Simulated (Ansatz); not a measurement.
The reference is Cu in the fcc (Cu type) structure (space group Fm-3m, No. 225; a = 3.630 Å).

Calculations: PBE, PAW, 420 eV (Ansatz, an electronic-structure program; no spin-orbit coupling).

Now apply this change: full substitution Cu → Ag; the structure is relaxed again.

Measured lattice parameter a: Cu 3.595 Å (static lattice; corrected from measurement; as listed in Gábor I. Csonka et al., Physical Review B (2009)); Ag 4.062 Å (static lattice; corrected from measurement; as listed in Daniel Mejia-Rodriguez, S. B. Trickey, Phys. Rev. B (2018)).

Task: How well does PBE reproduce the measured shift?

Result: With PBE the lattice parameter a moves by +0.519 Å (3.630 → 4.149) against +0.467 Å measured.

Stability against distortions was not tested. The final runs are not spin-polarised.
